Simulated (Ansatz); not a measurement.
Al: which structure is lowest?

These are results of Ansatz 0.2.0, DFT, BLYP, plane waves (420 eV) with PAW, scalar-relativistic, not measurements. The PAW files were generated under PBE, with cores re-solved for the functional.

Each structure is relaxed within its own symmetry, so a high-lying one may be dynamically unstable.

```csv
structure,ΔE (meV/atom),V (Å³/atom),cell,magnetic state
fcc,0,17.37,a = 4.111 Å,spin not included
dhcp,15,17.51,"a = 2.883 Å, c = 9.733 Å (c/a = 3.377)",spin not included
hcp,31,17.64,"a = 2.888 Å, c = 4.884 Å (c/a = 1.691)",spin not included
A15,58,18.04,a = 5.246 Å,spin not included
bcc,84,18.19,a = 3.313 Å,spin not included
omega (AlB2-type),87,18.49,"a = 4.675 Å, c = 2.931 Å (c/a = 0.627)",spin not included
simple cubic,175,21.67,a = 2.788 Å,spin not included
diamond,310,29.19,a = 6.158 Å,spin not included
```

ΔE counts from fcc.

Differences under about 8 meV lie within the error of the k-point mesh.
